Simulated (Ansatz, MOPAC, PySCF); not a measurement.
Acid–base and redox partners of C=C=C. All species are isolated molecules in the gas phase. Strings in code marks are SMILES.

Quantity: vertical ionisation energy (energy after one electron is removed minus that of the parent at the parent's geometry), in eV. The restricted reference of `C=C[CH2+]` is unstable towards unrestricted orbitals.

Level 1: frozen-core CCSD(T)/cc-pVTZ // B3LYP-D3(BJ)/def2-TZVP (Ansatz, a first-principles code)
Level 2: PBE-D3(BJ)/def2-TZVP // B3LYP-D3(BJ)/def2-TZVP (PySCF)
Level 3: minus the HOMO energy of PM3 // B3LYP-D3(BJ)/def2-TZVP (MOPAC)
Level 4: HF/cc-pVTZ // B3LYP-D3(BJ)/def2-TZVP (Ansatz)

| species | level 1 | level 2 | level 3 | level 4 |
|---|---|---|---|---|
| `C=[C+]C` (not the most basic site) | 17.96 | 17.56 | 17.35 | 16.70 |
| `C=C[CH2+]` | 18.56 | 18.80 | 18.01 | 16.57 |
| `C=C=C` | 10.22 | 10.02 | 10.17 | 8.71 |
